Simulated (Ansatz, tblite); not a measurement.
A ladder of methods for C3H10NP (SMILES CP(C)(C)=N)

C3H10NP has 15 atoms, charge 0, and is taken as a singlet. As SMILES, `CP(C)(C)=N`. The coordinates come from a PBE0-D4/def2-TZVP relaxation.

```xyz
15

C    -1.6174    0.1885    0.3170
P     0.1002    0.3415   -0.2671
C     1.0538    0.1521    1.2722
C     0.4079   -1.1754   -1.1855
N     0.4502    1.5379   -1.2003
H    -1.8604    1.0523    0.9397
H    -1.7789   -0.7227    0.8977
H    -2.2819    0.1922   -0.5486
H     0.8685    1.0156    1.9148
H     2.1163    0.1313    1.0241
H     0.7878   -0.7571    1.8163
H     0.1830   -2.0596   -0.5871
H     1.4553   -1.1925   -1.4889
H    -0.2113   -1.1709   -2.0833
H     0.3270    2.4669   -0.8212
```

Each level gives the HOMO–LUMO gap (eV). The values are calculated.

```csv
level,kind,program,value (eV),CPU time
GFN2-xTB,semi-empirical,tblite,6.84,under 2 s
HF/6-31G* (spherical functions),Hartree–Fock,Ansatz,14.35,3.8 s
SVWN5/6-31G* (spherical functions),LDA,Ansatz,5.48,6.5 s
PBE/6-31G* (spherical functions),GGA,Ansatz,5.57,10 s
r2SCAN/6-31G* (spherical functions),meta-GGA,Ansatz,6.35,17 s
r2SCAN0/6-31G* (spherical functions),hybrid meta-GGA,Ansatz,8.35,20 s
HSE06/6-31G* (spherical functions),range-separated hybrid,Ansatz,7.06,12 s
B2PLYP/6-31G* (spherical functions),double hybrid,Ansatz,10.15,16 s
```

The values span 5.48 to 14.35 eV. Orbital gaps aren't excitation energies, and those of double hybrids come from the SCF part alone; they tend to grow with the share of exact exchange. Times are those of the runs behind each value, whatever else they computed, on shared processors of several kinds: orders of magnitude only.
